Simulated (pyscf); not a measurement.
`[SnH4]` + `[OH2]` → `[OH][SnH3]` + `[H][H]`, a four-centre exchange (singlet surface; H–Sn, H–O broken, O–Sn, H–H formed). PySCF, gas phase, ωB97X-D3(BJ)/def2-SVP geometries. Energies in kcal/mol from the separated reactants.

AM1 to PM7: differences of heats of formation from MOPAC, which are fitted to 298 K values and so differ in kind from electronic energies by zero-point and thermal terms. 

**Question.** In single points PM3 puts the saddle at 64.4 kcal/mol and the reaction energy at -6.3 kcal/mol. Should these be trusted to within a few kcal/mol? Compare with ωB97M-D3(BJ)/def2-TZVP.

**Answer.** ωB97M-D3(BJ)/def2-TZVP gives ΔE‡ = 36.2 kcal/mol and ΔE = +2.1 kcal/mol. PM3 lies 28.2 kcal/mol over it in the barrier and 8.4 kcal/mol under it in the reaction energy, so on this step it does not hold to within 3.0 kcal/mol. ωB97M-D3(BJ)/def2-TZVP has limits of its own. At the saddle there is also a short H–Sn contact that neither side keeps. One saddle was located; it need not be the lowest between these sides. In the def2 sets elements past Kr carry core potentials, without spin-orbit coupling.
